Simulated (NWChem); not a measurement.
System meant: Cl anion

Input file for NWChem:

```
start job
memory heap 200 mb stack 900 mb global 1100 mb
charge -1
geometry units angstroms noautoz
  Cl     0.000000     0.000000     0.000000
end
basis spherical
  * library def2-svp
end
dft
  odft
  mult 2
  xc b3lyp
  iterations 150
  mulliken
end
task dft energy
```

End of the output:

```
            Nuclear Dipole moment (a.u.)
            ----------------------------
        X                 Y               Z
 ---------------- ---------------- ----------------
     0.0000000000     0.0000000000     0.0000000000

            XYZ format geometry
            -------------------
     1
 geometry
 Cl                    0.00000000     0.00000000     0.00000000

 Summary of "ao basis" -> "" (spherical)
 ------------------------------------------------------------------------------
       Tag                 Description            Shells   Functions and Types
 ---------------- ------------------------------  ------  ---------------------
 *                          def2-svp                  on all atoms

                                 NWChem DFT Module
                                 -----------------

 Summary of "ao basis" -> "ao basis" (spherical)
 ------------------------------------------------------------------------------
       Tag                 Description            Shells   Functions and Types
 ---------------- ------------------------------  ------  ---------------------
 Cl                         def2-svp                 8       18   4s3p1d

 Summary of "ao basis" -> "ao basis" (spherical)
 ------------------------------------------------------------------------------
       Tag                 Description            Shells   Functions and Types
 ---------------- ------------------------------  ------  ---------------------
 Cl                         def2-svp                 8       18   4s3p1d

  number of electrons :                   18
  multiplicity        :                    2
 ------------------------------------------------------------------------
  no. of electrons and multiplicity not compatible                  18
 ------------------------------------------------------------------------
 ------------------------------------------------------------------------
  current input line :
    17: task dft energy
 ------------------------------------------------------------------------
 ------------------------------------------------------------------------
 There is an error in the input file
 ------------------------------------------------------------------------
 For more information see the NWChem manual at https://nwchemgit.github.io

0: no. of electrons and multiplicity not compatible:Received an Error in Communication
```

Can this run be used? If not, why, and what is the fix?

The program refused the input. Cause: the multiplicity doesn't fit the number of electrons (an even count wants an odd multiplicity, and the reverse). This input runs:
```
start job
memory heap 200 mb stack 900 mb global 1100 mb
charge -1
geometry units angstroms noautoz
  Cl     0.000000     0.000000     0.000000
end
basis spherical
  * library def2-svp
end
dft
  xc b3lyp
  iterations 150
  mulliken
end
task dft energy
```
It converges to -460.09250 Ha (B3LYP/def2-SVP).
